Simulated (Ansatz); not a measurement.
# Several solutions for singlet MgO

```yaml
atoms:
  - { symbol: Mg, position_ang: [0.0000, 0.0000, 0.0000] }
  - { symbol: O, position_ang: [0.0000, 0.0000, 2.9750] }
```

Basis set: 6-31G (spherical functions). Charge 0, multiplicity 1.

UHF was run from several starts with Ansatz (development build ahead of 0.2.0).

```csv
run,program,start,converged,energy (hartree),<S²>
A,Ansatz,"atomic start, no search",yes,-274.25942,0.00
B,Ansatz,search for the lowest state,yes,-274.33307,1.16
C,Ansatz,stability test followed,yes,-274.33307,1.16
```

(1) Which runs reached the lowest solution of this kind, and what is wrong with the others?

Answers

(1) B, C reached the lowest solution found. Converged but too high: A by 2.00 eV. Convergence only shows a stationary point, and even a stable one can lie too high; stability tests and further starts are what find lower ones. Caution: another spin multiplicity may lie lower. Caution: the unrestricted determinant is a mixture of spin states.
